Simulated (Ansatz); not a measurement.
Molecule: C3H5, charge 0, multiplicity 2. It need not be the lowest isomer of its formula. 
Structure (B3LYP-D3(BJ)/def2-TZVP (Ansatz, a program for electronic structure) minimum search):
```
C
C 1 1.3046
H 2 1.0851 1 122.58
H 2 1.0936 3 116.06 1 -180.00
C 1 1.4640 2 140.56 3 180.00
H 5 1.0927 1 111.28 2 120.10
H 5 1.0927 6 107.46 1 -122.05
H 5 1.0997 6 107.90 7 -116.11
```
Charge 0, spin multiplicity 2.

Parts of the frozen-core correlation energy in cc-pVTZ (Ansatz, hartree). Frozen orbitals: 3; correlated occupied orbitals by spin: 9 and 8; virtual: 148 and 149. UHF or UKS for open shells. Spin-orbit coupling is left out. Non-relativistic.

| term | value |
|---|---|
| reference (HF) | -116.47640 |
| MP2 opposite-spin | … |
| MP2 same-spin | -0.10429 |
| CCSD correlation | … |
| (T) | … |
| T1 diagnostic | 0.032 |
| largest doubles amplitude | 0.089 |
| <S^2> of the reference | 0.909 |

### Question
Some entries are withheld; supply them.

### Answer

- MP2 opposite-spin, value: -0.35627
- CCSD correlation, value: -0.50278
- (T), value: -0.02113
